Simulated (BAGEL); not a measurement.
# PBE0/cc-pVDZ (density fitting with qzvpp-jkfit) run of C3H4ClF (SMILES C/C(Cl)=C/F)

What is the energy change on altering one bond length of C3H4ClF at PBE0/cc-pVDZ (density fitting with qzvpp-jkfit)? 

The results are computed with BAGEL 1.2.2.

1 further run of the same task is left out (set aside as unsound or not needed).

## Step 1: The molecule

The species is C3H4ClF (9 atoms), meant as a singlet with charge 0. As SMILES, `C/C(Cl)=C/F`. The shape is that of a PBE0-D4/def2-TZVP optimisation.

Bond lengths: C1–C2 1.485 Å, C2–Cl3 1.723 Å, C2–C4 1.324 Å, C4–F5 1.329 Å, C1–H6 1.093 Å, C1–H7 1.093 Å, C1–H8 1.092 Å, C4–H9 1.083 Å. Some angles: C1–C2–Cl3 116.4°, C1–C2–C4 123.5°, Cl3–C2–C4 120.1°, C2–C4–F5 123.3°, C2–C1–H6 110.7°, C2–C1–H7 110.7°, C2–C1–H8 110.5°, C2–C4–H9 123.1°, F5–C4–H9 113.6°, H6–C1–H7 107.7°.

## Step 2: A single-point energy at PBE0/cc-pVDZ (density fitting with qzvpp-jkfit)

calc.json

```json
{ "bagel": [

{
  "title": "molecule",
  "basis": "cc-pvdz.json",
  "df_basis": "qzvpp-jkfit",
  "angstrom": true,
  "geometry": [
    { "atom": "C", "xyz": [   -0.262400,   -1.054600,   -0.407800 ] },
    { "atom": "C", "xyz": [    0.365700,    0.109200,    0.268100 ] },
    { "atom": "Cl", "xyz": [    1.840500,   -0.196100,    1.104900 ] },
    { "atom": "C", "xyz": [   -0.148300,    1.329600,    0.251200 ] },
    { "atom": "F", "xyz": [    0.417300,    2.368500,    0.857300 ] },
    { "atom": "H", "xyz": [   -0.494700,   -1.841200,    0.314300 ] },
    { "atom": "H", "xyz": [    0.413700,   -1.478800,   -1.154200 ] },
    { "atom": "H", "xyz": [   -1.186400,   -0.753900,   -0.905100 ] },
    { "atom": "H", "xyz": [   -1.071600,    1.574900,   -0.259700 ] }
  ]
},
{
  "title": "ks",
  "xc_func": "pbe0"
},
{
  "title": "print",
  "file": "orbitals.molden",
  "orbitals": true
}

]}
```

The basis set cc-pVDZ is read from a file made from the Basis Set Exchange's data (not shown).

On the command line:

```bash
$ BAGEL_NUM_THREADS=1 BAGEL calc.json > calc.out
```

Standard output:

```text
* using 1 threads per process

  ===============================================================
  ===============================================================

  *** Geometry ***

  { "atom" : "C", "xyz" : [     -0.495864,     -1.992905,     -0.770630 ] },
  { "atom" : "C", "xyz" : [      0.691073,      0.206358,      0.506636 ] },
  { "atom" : "Cl", "xyz" : [      3.478041,     -0.370575,      2.087958 ] },
  { "atom" : "C", "xyz" : [     -0.280246,      2.512580,      0.474699 ] },
  { "atom" : "F", "xyz" : [      0.788583,      4.475816,      1.620062 ] },
  { "atom" : "H", "xyz" : [     -0.934848,     -3.479364,      0.593941 ] },
  { "atom" : "H", "xyz" : [      0.781780,     -2.794527,     -2.181122 ] },
  { "atom" : "H", "xyz" : [     -2.241971,     -1.424665,     -1.710391 ] },
  { "atom" : "H", "xyz" : [     -2.025031,      2.976130,     -0.490762 ] },

  Number of auxiliary basis functions:      502

  Since a DF basis is specified, we compute 2- and 3-index integrals:
    o Being stored without compression. Storage requirement is 0.035 GB

  Number of basis functions:       94
  Number of electrons      :       48

    * METHOD: MOLECULE                             0.24

  *** Kohn-Sham DFT ***

    * Removing 17274 points whose weight is below 1.00e-10
    * Grid points: 116880

  === Nuclear Repulsion ===
   215.4625212528

       - DIIS with orbital gradients will be used.

  === KS iteration (pbe0 / cc-pvdz.json) ===
      0       -637.22864572          0.09700096           0.41
      1       -566.10581362          0.16464773           0.40
      2       -580.25418729          0.18775697           0.40
      3       -657.60417689          0.08503802           0.41
      4       -673.50346865          0.06094249           0.41
      5       -675.83043337          0.02614233           0.42
      6       -676.16042643          0.01755847           0.42
      7       -676.30321970          0.00971636           0.43
      8       -676.35336966          0.00445516           0.43
      9       -676.36616203          0.00162684           0.42
     10       -676.36825600          0.00022457           0.43
     11       -676.36830491          0.00006015           0.43
     12       -676.36830920          0.00002107           0.43
     13       -676.36830954          0.00000547           0.42
     14       -676.36830956          0.00000274           0.41
     15       -676.36830957          0.00000062           0.41
     16       -676.36830957          0.00000021           0.41
     17       -676.36830957          0.00000007           0.40
     18       -676.36830957          0.00000003           0.40
     19       -676.36830957          0.00000001           0.40
    * SCF iteration converged.

    * Permanent dipole moment:
           (    0.715083,     0.377681,     0.535652) a.u.

    * METHOD: KS                                   8.89

    * METHOD: PRINT                                0.01

  ===============================================================
```

It took 9.3 s on 1 thread of Arm Neoverse V2, shared host; peak memory 0.51 GiB.

## Step 3: The distorted shape, same level

job.json

```json
{ "bagel" : [

{
  "title" : "molecule",
  "basis" : "cc-pvdz.json",
  "df_basis" : "qzvpp-jkfit",
  "angstrom" : true,
  "geometry" : [
    { "atom" : "C", "xyz" : [   -2.032126,   -0.688247,   -1.411941 ] },
    { "atom" : "C", "xyz" : [   -1.404026,    0.475553,   -0.736041 ] },
    { "atom" : "Cl", "xyz" : [    1.840500,   -0.196100,    1.104900 ] },
    { "atom" : "C", "xyz" : [   -1.918026,    1.695953,   -0.752941 ] },
    { "atom" : "F", "xyz" : [   -1.352426,    2.734853,   -0.146841 ] },
    { "atom" : "H", "xyz" : [   -2.264426,   -1.474847,   -0.689841 ] },
    { "atom" : "H", "xyz" : [   -1.356026,   -1.112447,   -2.158341 ] },
    { "atom" : "H", "xyz" : [   -2.956126,   -0.387547,   -1.909241 ] },
    { "atom" : "H", "xyz" : [   -2.841326,    1.941253,   -1.263841 ] }
  ]
},
{ "title" : "ks", "xc_func" : "pbe0" },
{ "title" : "print", "file" : "orbitals.molden", "orbitals" : true }

]}
```

The basis set cc-pVDZ is read from a file made from the Basis Set Exchange's data (not shown).

On the command line:

```bash
$ BAGEL_NUM_THREADS=1 BAGEL job.json > job.out
```

Standard output:

```text
* using 1 threads per process

  ===============================================================
  ===============================================================

  *** Geometry ***

  { "atom" : "C", "xyz" : [     -3.840162,     -1.300598,     -2.668182 ] },
  { "atom" : "C", "xyz" : [     -2.653225,      0.898665,     -1.390916 ] },
  { "atom" : "Cl", "xyz" : [      3.478041,     -0.370575,      2.087958 ] },
  { "atom" : "C", "xyz" : [     -3.624544,      3.204887,     -1.422852 ] },
  { "atom" : "F", "xyz" : [     -2.555715,      5.168123,     -0.277489 ] },
  { "atom" : "H", "xyz" : [     -4.279145,     -2.787057,     -1.303611 ] },
  { "atom" : "H", "xyz" : [     -2.562518,     -2.102220,     -4.078673 ] },
  { "atom" : "H", "xyz" : [     -5.586269,     -0.732358,     -3.607943 ] },
  { "atom" : "H", "xyz" : [     -5.369328,      3.668437,     -2.388313 ] },

  Number of auxiliary basis functions:      502

  Since a DF basis is specified, we compute 2- and 3-index integrals:
    o Being stored without compression. Storage requirement is 0.035 GB

  Number of basis functions:       94
  Number of electrons      :       48

    * METHOD: MOLECULE                             0.23

  *** Kohn-Sham DFT ***

    * Removing 15269 points whose weight is below 1.00e-10
    * Grid points: 118885

  === Nuclear Repulsion ===
   168.0766792204

       - DIIS with orbital gradients will be used.

  === KS iteration (pbe0 / cc-pvdz.json) ===
      0       -640.30749070          0.09806717           0.43
      1       -554.67884678          0.15410486           0.40
      2       -577.89243414          0.14423429           0.40
      3       -647.27202987          0.14010713           0.39
      4       -673.84226165          0.04476238           0.39
      5       -672.16887756          0.03298448           0.38
      6       -674.17376878          0.03639683           0.39
      7       -675.83750178          0.01231414           0.39
      8       -676.09148652          0.00859061           0.40
      9       -676.03143167          0.01143925           0.40
     10       -675.86468119          0.01387704           0.39
     11       -675.77411175          0.01430104           0.39
     12       -676.13612225          0.00576954           0.40
     13       -676.17559681          0.00200609           0.39
     14       -676.17602816          0.00176077           0.40
     15       -676.17785603          0.00110833           0.40
     16       -676.17921772          0.00009360           0.40
     17       -676.17922643          0.00005203           0.40
     18       -676.17923090          0.00001055           0.40
     19       -676.17923188          0.00001104           0.39
     20       -676.17923298          0.00000788           0.40
     21       -676.17923323          0.00000289           0.40
     22       -676.17923333          0.00000180           0.41
     23       -676.17923333          0.00000139           0.41
     24       -676.17923333          0.00000190           0.41
     25       -676.17923333          0.00000096           0.41
     26       -676.17923334          0.00000014           0.40
     27       -676.17923334          0.00000011           0.40
     28       -676.17923334          0.00000006           0.39
     29       -676.17923334          0.00000005           0.39
     30       -676.17923334          0.00000002           0.39
     31       -676.17923334          0.00000004           0.39
     32       -676.17923334          0.00000002           0.39
     33       -676.17923334          0.00000001           0.39
    * SCF iteration converged.

    * Permanent dipole moment:
           (    2.594339,     0.048520,     1.616779) a.u.

    * METHOD: KS                                  14.17

    * METHOD: PRINT                                0.02

  ===============================================================
```

Run time: 15 s. Hardware: 1 thread of Arm Neoverse V2, shared host; peak memory 0.52 GiB.

## Step 4: Summary of results

Level: PBE0/cc-pVDZ (density fitting with qzvpp-jkfit).

| quantity | value |
| --- | --- |
| first shape: total energy | -676.36831 Eh |
| first shape: dipole moment | 2.47 D |
| first shape: HOMO energy | -6.99 eV |
| first shape: LUMO energy | 0.48 eV |
| first shape: HOMO–LUMO gap | 7.46 eV |
| distorted shape: total energy | -676.17923 Eh |
| distorted shape: dipole moment | 7.77 D |
| distorted shape: HOMO energy | -7.46 eV |
| distorted shape: LUMO energy | -5.93 eV |
| distorted shape: HOMO–LUMO gap | 1.52 eV |
| energy change with the C2–Cl3 bond stretched from 1.723 to 3.790 Å | 5.145 eV |

In words: One bond (distorted shape) is far stretched, which a spin-restricted single reference describes badly; a broken-symmetry solution may lie lower. With the C2–Cl3 bond stretched from 1.723 to 3.790 Å the energy rises by 5.15 eV (496 kJ/mol). The first shape isn't relaxed at this level, so the change isn't measured from a minimum. A restricted reference can't describe the breaking bond well at this length.
